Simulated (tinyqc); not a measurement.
A ladder of methods, and size consistency: correlation methods against full CI in the sto-3g basis, for H2O, spin multiplicity 1. Computed by the program tinyqc with PySCF. All electrons correlated; +Q is the Davidson correction (1 - c0^2) E_corr. The last columns treat two copies 100 angstrom apart as one system. FCI is the lowest singlet.

Geometry (angstrom):

| atom | x | y | z |
|---|---|---|---|
| O | 0.0000 | 0.0000 | 0.0000 |
| H | 0.0000 | 0.7340 | 0.5620 |
| H | 0.0000 | -0.7340 | 0.5620 |

RHF energy of one = -74.955034 hartree

Correlation energies (hartree):

| method | E_corr of one | share of FCI (%) | E_corr of two at 100 angstrom | two minus twice one (mhartree) |
|---|---|---|---|---|
| MP2 | -0.03282 | 72.332 | -0.06564 | 0.000 |
| CISD | -0.04481 | 98.751 | -0.08771 | 1.899 |
| CISD+Q | -0.04580 | 100.939 | -0.09135 | 0.249 |
| CCSD | -0.04527 | 99.774 | -0.09054 | 0.000 |
| CCSD(T) | -0.04533 | 99.911 | -0.09067 | 0.000 |
| FCI | -0.04537 | 100.000 | - | - |

What does the comparison show, and why?

MP2 recovers 72 %, CISD 98.8 % and CCSD 99.8 % of the FCI value (c0^2 = 0.978 in CISD). MP2 and coupled cluster are size consistent, so their last column vanishes; CISD loses 1.90 mhartree, since a double excitation on each copy is a quadruple of the pair, and the Davidson correction leaves +0.25.
